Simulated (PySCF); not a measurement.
**[CCl2]+: from structure and modes to constants**

Method: UPBE0/[C def2-TZVP, Cl def2-TZVP], no relativity, density fitting, PySCF.

The doublet minimum has C2v symmetry. Masses (u): C 12.00000, Cl 34.96885.

```xyz
3
charge 1 multiplicity 2, angstrom
C     0.0000    0.0000   -0.5083
Cl    1.4654    0.0000    0.0872
Cl   -1.4654    0.0000    0.0872
```

Harmonic wavenumbers (cm⁻¹): 348.4 (a1, ×1), 766.0 (a1, ×1), 1275.1 (b2, ×1).

Q: Find the principal moments of inertia and the rotational constants. What kind of rotor is it?

A: About the centre of mass I = 3.6326, 150.18, 153.81 u Å². With B = 16.8576/I this gives 4.641, 0.1123, 0.1096 cm⁻¹. The molecule is an asymmetric top with κ = -1.00.

Q: Give the standard entropy (298.15 K, 1 bar) by its translational, rotational, vibrational and spin parts, and Cp.

A: Sackur–Tetrode with M = 81.94 u gives 163.8; rotation with symmetry number 2 gives 89.9; vibration 6.0; spin R ln 2 = 5.8. The total is 265.5 J/(mol K), and Cp = 4 R + 10.2 = 43.5 J/(mol K).

This need not be the most stable arrangement of these atoms.
